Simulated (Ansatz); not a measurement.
The first iterations of a band of CH5B + ClH (9 atoms, charge 0, multiplicity 1).

These are results of Ansatz 0.2.0, RKS revPBE-D4/def2-SVP, not measurements.

```json
{
  "movable images": "6",
  "climbing image": "no",
  "spring": "5.0 eV/Å²",
  "optimiser": "quadratic models (default)",
  "start path": "through a guess of the saddle point",
  "force threshold": "0.03 eV/Å",
  "iteration limit": "60",
  "end points": "relaxed"
}
```

Image 0:

```xyz
9
Properties=species:S:1:pos:R:3
B 0.078 -0.117 0.026
H 0.113 -0.362 1.232
C 1.406 -0.055 -0.796
H 1.584 -1.117 -1.101
H 1.331 0.522 -1.739
H 2.302 0.262 -0.227
H -1.020 -0.127 -0.498
Cl -0.136 2.529 0.995
H -0.044 1.390 1.636
```

Image 7:

```xyz
9
Properties=species:S:1:pos:R:3
B 0.018 0.818 -0.697
H 0.119 -0.586 2.756
C 1.396 0.135 -0.975
H 1.397 -0.860 -0.470
H 1.491 -0.098 -2.059
H 2.282 0.705 -0.638
H -1.039 0.342 -1.069
Cl -0.098 2.342 0.201
H 0.047 0.125 2.481
```

| iteration | highest image above the first end (eV) | largest band force component (eV/Å) |
| --- | --- | --- |
| 1 | 1.303 | 3.878 |
| 2 | 0.465 | 2.248 |
| 3 | 0.189 | 2.953 |
| 4 | 0.163 | 1.713 |

Task: Does the band converge within its limit, and where does its top end?

Result: The run converged. It ended after 12 iterations with the highest image 0.041 eV above the first end. No image climbed, so the highest image needn't sit at the top of the path. The orbitals stay closed-shell, which can raise the energy where a bond breaks towards radicals; this wasn't checked here.

The run took 2.3 min on 1 thread of Arm Neoverse V1, on a shared host, peak memory 0.13 GiB.
